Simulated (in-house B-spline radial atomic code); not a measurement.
Results of a calculation; reference values are marked as such.
**P ion on N atom: potential, deflection and energy transfer**

The pair potential comes from two frozen, spherical free-atom densities (PBE, B-spline radial code, scalar-relativistic past argon): electrostatics plus the change in Thomas-Fermi kinetic and Dirac exchange energy where they overlap, the recipe behind the universal ZBL potential, which averages such potentials (from solid-state densities) over many pairs. It is written V = (Z1 Z2 e²/r) φ(r/a), with e² = 14.3996 eV·Å and a = 0.46850 Å/(Z1^0.23 + Z2^0.23); ZBL's fit is φ = 0.18175 e^(−3.1998x) + 0.50986 e^(−0.94229x) + 0.28022 e^(−0.4029x) + 0.02817 e^(−0.20162x). Where φ falls below 4e-4 it is continued as an exponential.

Masses 30.97 and 14.01 u.

```csv
x = r/a,"φ, this pair","φ, ZBL"
0.1,0.9036,0.8928
0.5,0.6418,0.6096
1.5,0.3296,0.2995
3,0.1497,0.1292
5,0.06518,0.05224
8,0.01904,0.01705
12,0.00486,0.00474
17,0.0009864,0.001212
```

Problem. At x = 1 the electrostatic, kinetic and exchange parts are 3653.7, 1415.73 and -88.08 eV. Find r, V and φ.

Solution. a = 0.46850/(1.8642 + 1.5645) = 0.13664 Å, so r = 0.13664 Å. V = 3653.7 + 1415.73 + (-88.08) = 4981.35 eV. The bare repulsion is 15 × 7 × 14.3996/0.13664 = 11065 eV, so φ = 0.4502, +8.1 % against ZBL's 0.4164. The kinetic (Pauli) term is 28 % of V here.

Problem. The ion comes in at 3.553 keV with impact parameter 0.6832 Å. The scattering integral gives a centre-of-mass angle of 13.27° and a closest approach of 5.297 a. What are the reduced energy, the energy passed on and the laboratory angles?

Solution. ε = E a M2/(Z1 Z2 e² (M1 + M2)) = 3553 × 2.8149e-05 = 0.1. The most that one collision can pass on is γE with γ = 4 M1 M2/(M1 + M2)² = 0.8578. Here T = γE sin²(θ/2) = 0.8578 × 3553 × 0.01334 = 40.66 eV. The ion turns by arctan(sin θ/(cos θ + M1/M2)) = 4.1°, and the struck atom leaves at (180° − θ)/2 = 83.4°. The closest approach is 0.724 Å. With ZBL the angle would be 10.78° and T = 26.91 eV.
